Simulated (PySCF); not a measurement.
# Potential energy of LiF along the bond

Set-up: Li pcseg-2, F pcseg-2; no relativity (PySCF 2.14). Energies in eV from Li + F in their ground configurations at the same level. State: ¹Σ⁺ (singlet), closed shell.

Curves on a restricted Hartree–Fock reference rise too fast on stretching and do not dissociate correctly.

```
R (Å)  RHF-CCSD(T)     RHF  PBEsol
1.350               -3.340  -5.562
1.413       -5.534  -3.646  -5.874
1.476       -5.715  -3.813  -6.052
1.523       -5.782  -3.870  -6.120
1.570       -5.803  -3.882  -6.143
1.617       -5.788  -3.859  -6.131
1.680       -5.724  -3.786  -6.074
1.758       -5.595  -3.648  -5.955
1.853       -5.393  -3.436  -5.767
1.978               -3.115  -5.475
```

Question: Put a parabola through the three lowest points of the RHF-CCSD(T) curve and estimate Re, k and ωe (reduced mass 5.124 u; 1 eV/Å² = 0.16022 mdyn/Å; ωe = 1302.8·√(k/μ) cm⁻¹).

Answer: Through R = 1.523, 1.57, 1.617 Å the second-order coefficient is 8.15 eV/Å², so Re ≈ 1.574 Å, k ≈ 2.61 mdyn/Å and ωe ≈ 930 cm⁻¹. A polynomial fit of higher order to the unrounded RHF-CCSD(T) energies gives Re = 1.572 Å, k = 2.58 mdyn/Å, ωe = 925 cm⁻¹; anharmonicity and rounding make the difference.

The higher-order fit for each curve: RHF-CCSD(T): Re = 1.572 Å, ωe = 925 cm⁻¹, De = 5.80 eV; RHF: Re = 1.561 Å, ωe = 937 cm⁻¹, De = 3.88 eV; PBEsol: Re = 1.576 Å, ωe = 898 cm⁻¹, De = 6.14 eV.

Correlated steps freeze 1 core orbital. Where the molecule has an RHF reference, its open-shell atoms are computed with UHF.
